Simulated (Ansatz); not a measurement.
## H$_{3}$Si–Si, doublet: the ladder up to UCCSDT(Q)

Geometry: a PBE0/def2-TZVP stationary point for this spin, not checked as a minimum.

```xyz
5

Si    0.0051    0.0000    1.0965
Si    0.0071    0.0000   -1.2715
H     0.5687    1.2062    1.7682
H    -1.4762    0.0000    1.3384
H     0.5687   -1.2062    1.7682
```

Basis cc-pVDZ; Ansatz 0.2.0. Only valence electrons are correlated (noble-gas cores frozen), which leaves 11 electrons in 41 orbitals. Prefix R: restricted or restricted open-shell reference; prefix U: unrestricted.

Full CI isn't at hand for all of this; UCCSDT(Q) serves as the reference, and is uncertain by about the last step of the cluster series. The frozen core follows each run's orbitals, which can shift R against U totals by a few meV.

Unrestricted rows (U) aren't spin-pure: their determinants' ⟨S²⟩ exceeds S(S+1) by up to 0.22, so they mix in states of higher spin. For open shells CISD is restricted-active-space CI with the open shells as a complete middle space.

- UHF ⟨S²⟩: 0.970
- ⟨S²⟩ of the determinant under UCCSD: 0.948
- T1 diagnostic (RCCSD): 0.0190
- largest doubles amplitude (RCCSD): 0.070
- T1 diagnostic (UCCSD): 0.0581

| level | E − E(UCCSDT(Q)) (kcal/mol) | share of correlation (%) | wall time |
| --- | --- | --- | --- |
| RHF | 137.90 | 0.00 | – |
| UHF | 134.93 | 2.15 | 1.6 s |
| RMP2 | 32.42 | 76.49 | – |
| UMP2 | 34.72 | 74.82 | – |
| CISD | 16.45 | 88.07 | 2.6 s |
| RCCSD | 4.50 | 96.73 | – |
| UCCSD | 4.55 | 96.70 | – |
| RCCSD(T) | 0.96 | 99.30 | 8 s |
| UCCSD(T) | 1.02 | 99.26 | 12 s |
| BCCD(T) | 0.95 | 99.31 | 5.5 s |
| RCCSDT | 0.17 | 99.88 | – |
| UCCSDT | 0.18 | 99.87 | – |
| RCCSDT(Q) | 0.01 | 100.00 | 38 s |

The correlation energy at UCCSDT(Q), counted from RHF, is -5.980 eV. That run took 42 s on 1 thread of Arm Neoverse V2, shared host.

Times hold each run's SCF and search for its determinant on a shared host, so for small cases they say little of a method's own cost; they ran on 1 thread of Arm Neoverse V2.

Atomization energy (electronic, same basis, no zero-point term; atoms at the same level, unrestricted beside the R rows where the molecule is a closed shell, with restricted open-shell steps beyond CCSDT(Q)) at UCCSDT(Q): 1087.1 kJ/mol. Errors of other levels:

| level | error (kJ/mol) |
| --- | --- |
| RHF | -214.2 |
| UHF | -220.9 |
| RMP2 | -26.5 |
| UMP2 | -37.6 |
| CISD | -58.5 |
| RCCSD | -10.6 |
| UCCSD | -11.5 |
| RCCSD(T) | -1.6 |
| UCCSD(T) | -2.0 |
| BCCD(T) | -1.6 |
| RCCSDT | -0.5 |
| UCCSDT | -0.6 |
| RCCSDT(Q) | 0.0 |

This basis is far from its limit, so the value isn't to be set against a measured one. Truncated CI isn't size-consistent, which counts against it in atomization.
